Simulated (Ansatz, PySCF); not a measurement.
Cohesive energy (eV/atom) of solids drawn from the class of tetrahedrally bonded semiconductors and semimetals, at two levels: PBE (Ansatz, a quantum-chemistry and plane-wave program, PySCF; the runs differ in potentials, basis or settings), and MP2 (GTH pseudopotentials, Gaussian basis; PySCF).

```
solid                                PBE   MP2
----------------------------------  ----  ----
zinc-blende AlP                     4.07  4.67
zinc-blende InAs                    2.88  3.29
zinc-blende GaP                     3.39     ?
zinc-blende GaSb                    2.82  3.26
zinc-blende AlN (metastable phase)  5.72  6.24
cubic BN                            6.92     ?
zinc-blende InP                     3.14  3.53
zinc-blende InSb                    2.63  3.02
zinc-blende BP                      5.29  5.75
3C-SiC                              6.37  7.02
```

Question: Estimate the withheld MP2 values from the other rows.

Answer: One way: carry over the typical difference. The differences MP2 − PBE of the other rows, in order: 0.39, 0.39, 0.41, 0.44, 0.46, 0.52, 0.60, 0.65; median 0.450. Zinc-blende GaP: 3.39 + (0.450) = 3.84 eV/atom; the run gives 3.95 eV/atom. Cubic BN: 6.92 + (0.450) = 7.37 eV/atom; the run gives 7.29 eV/atom. The differences spread from 0.39 to 0.65, so such an estimate is rough. Cubic BN lies outside that spread.

Of 10 rows, MP2 is the larger in 10 and the smaller in 0.

Spin–orbit coupling is left out, also for the solids with elements from indium on (zinc-blende InAs, zinc-blende GaSb, zinc-blende InP, zinc-blende InSb); its size isn't shown.

Free atoms are spin-polarised, in the lowest state found; at levels without +SOC their spin–orbit coupling is left out. The solid named is at each level's own relaxed cell; a reference phase can be a single point on another level's cell. Ansatz's density-functional and Hartree–Fock values are scalar-relativistic unless marked +SOC, with PAW data made under PBE.
